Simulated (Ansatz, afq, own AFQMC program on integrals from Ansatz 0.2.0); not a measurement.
## Atomization energy of GeH2, triplet

```yaml
atoms:
  - { symbol: Ge, position_ang: [0.0000, -0.0208, 0.0000] }
  - { symbol: H, position_ang: [0.0000, 0.7490, -1.3344] }
  - { symbol: H, position_ang: [0.0000, 0.7490, 1.3344] }
```

Atoms in their ground-state spins without spin–orbit coupling (mostly on UHF) minus the molecule (UHF), without zero-point energy. The geometry is a stationary point, not shown to be a minimum.

Basis aug-cc-pVDZ. Only valence electrons are correlated. AFQMC by an in-house program on the Cholesky factors that Ansatz 0.2.0 writes for its CCSD(T) run. The CISD trial takes its coefficients from CCSD amplitudes. Released means that phaseless walkers are propagated on without the constraint, phases kept. Error bars are statistical, one sigma. No spin–orbit coupling. The errors of all members are added in quadrature.

No full CI on the walks' own integrals is used here; CCSDT(Q) serves as the reference and is uncertain by about the last step of the cluster series. Each member takes its own surest rung, up to full CI.

The best estimate is CCSD(T) at the basis-set limit (CBS: def2-TZVPP and def2-QZVPP, with their diffuse functions for anions and beside diffuse sets, CCSD(T) itself extrapolated) plus the step from CCSD(T) to CCSDT(Q) in aug-cc-pVDZ. Rows without CBS are in aug-cc-pVDZ, the functionals in def2-TZVP; B2PLYP and the wave-function rows carry a basis error of their own. Core correlation and relativity beyond core potentials are missing, and ± holds the sampling alone.

Cautions: inner d shell frozen; no relativity below Rb; no spin-orbit coupling; GeH₂ (triplet): lower spins were not checked.

```csv
level,atomization energy (eV)
PBE0,5.026
HF,3.772
wB97M-V,5.032
```

(1) From these cheaper values, estimate the atomization energy at the level of the best estimate.

(1) 5.141 eV (best estimate, highest rung CCSDT(Q)).

```json
{"level": "MP2", "atomization energy (eV)": "4.626", "error against the best estimate (eV)": "-0.515"}
{"level": "CCSD", "atomization energy (eV)": "4.767", "error against the best estimate (eV)": "-0.374"}
{"level": "CCSD(T)", "atomization energy (eV)": "4.798", "error against the best estimate (eV)": "-0.343"}
{"level": "CCSDT", "atomization energy (eV)": "4.807", "error against the best estimate (eV)": "-0.334"}
{"level": "CCSDT(Q)", "atomization energy (eV)": "4.807", "error against the best estimate (eV)": "-0.334"}
{"level": "ph-AFQMC/CISD", "atomization energy (eV)": "4.808 ± 0.001", "error against the best estimate (eV)": "-0.333 ± 0.001"}
{"level": "released AFQMC", "atomization energy (eV)": "4.808 ± 0.001", "error against the best estimate (eV)": "-0.333 ± 0.001"}
{"level": "HF/CBS", "atomization energy (eV)": "3.853", "error against the best estimate (eV)": "-1.288"}
{"level": "MP2/CBS", "atomization energy (eV)": "4.945", "error against the best estimate (eV)": "-0.196"}
{"level": "CCSD(T)/CBS", "atomization energy (eV)": "5.132", "error against the best estimate (eV)": "-0.008"}
{"level": "PBE", "atomization energy (eV)": "5.000", "error against the best estimate (eV)": "-0.141"}
{"level": "r2SCAN", "atomization energy (eV)": "5.288", "error against the best estimate (eV)": "0.147"}
{"level": "B3LYP", "atomization energy (eV)": "5.037", "error against the best estimate (eV)": "-0.104"}
{"level": "B2PLYP", "atomization energy (eV)": "4.948", "error against the best estimate (eV)": "-0.192"}
```

Correlation beyond CCSD(T) adds 0.008 eV. Going to the basis-set limit adds 0.334 eV at CCSD(T). The perturbative (T) step is worth +0.032 eV.

Best estimates are given only where the step beyond CCSD(T) is under 0.3 eV and no member's determinant is very poor (T1 over 0.05, or 0.07 for open shells, ⟨S²⟩ too high by 0.3, two states mixed), so the hardest cases are missing from such tables.

The functionals ran in a triple-zeta set and keep a basis error of their own, a few kJ/mol for each bond in atomization energies and more for double hybrids, so close places among them and the extrapolated levels can swap.

CCSDT and higher add their correlation energy to the determinant of the CCSD(T) run, since their own runs factorise the integrals more tightly (a shift of under 2 meV). Each member of a difference takes its own highest rung, so a best estimate needn't equal the limit plus the step of one row. A walk keeps the symmetry of its determinant, which the program's search chose and which needn't be the lowest solution, so a lower state of the same spin and another symmetry isn't excluded. Released energies are given only where the last usable release times agree within the noise; a slower fall can still hide under it.
